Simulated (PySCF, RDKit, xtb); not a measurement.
# Which structure has the formula AlBH4O?

Task: start from the formula AlBH4O, draw up candidate structures, narrow them down in stages, and characterise the one that lies lowest at 298.15 K.

The funnel: GFN2-xTB relaxations, single points with a density functional, relaxations at PBE0-D4/def2-SVP, harmonic vibrations (at GFN2-xTB), and a last energy at a higher level. All values are calculated.

1 further run of the same task is left out (set aside as unsound or not needed).

## (1) Drawing up candidates

A program enumerates the bonding patterns with one Lewis structure each (two rings at most, one unusual centre or charged pair), with their diastereomers. O–O, O–halogen and N–halogen bonds and N–N–N chains are not drawn. That gives 10 candidates.

```
label              SMILES     spin
 c082     [BH3-][Al+][OH]  singlet
 c198       B=[O+][AlH3-]  singlet
 c268         O[BH][AlH2]  singlet
 c322       O[BH2-][AlH+]  singlet
 c572  [BH2-]1[OH+][AlH]1  singlet
 c633    [BH+][AlH2-][OH]  singlet
 c715      [BH2][AlH][OH]  singlet
 c803          B[O][AlH2]  singlet
 c894        O[B+][AlH3-]  singlet
 c922  [BH]1[OH+][AlH2-]1  singlet
```

Candidates are built by distance geometry, with a force field where one applies, in up to four conformers (letters a to d). 16 starts with atoms placed at random are added, to find patterns that the rules miss.

**Question.** With final energies at CCSD(T)/def2-TZVP, which structure will this search put lowest in free energy, and by what margin?

| quantity | value |
| --- | --- |
| lowest structure found | B[O][AlH2], singlet |
| next finalist | B=[O+][AlH3-], singlet, 25.5 kcal/mol higher in G |
| share at equilibrium, among the finalists | 100.0 % |
| lowest excitation (TD-B3LYP/def2-SVPD) | 5.54 eV (f = 0.101) |
| lowest triplet excitation, same level, Tamm-Dancoff | 5.07 eV |

The lowest structure found is `B[O][AlH2]`. The margin of 25.5 kcal/mol over the next finalist is beyond the usual error of the last level; it says nothing of structures that weren't ranked. GFN2-xTB, HF/STO-3G, r2SCAN-D4/def2-SVP, PBE0-D4/def2-SVP, HF/def2-TZVP and MP2/def2-TZVP already put its bonding pattern lowest among the structures in one piece. The search is not exhaustive (a finite list of starts, one conformer a finalist), so a lower isomer can't be ruled out. Patterns outside the rules of the enumeration were met only by chance.
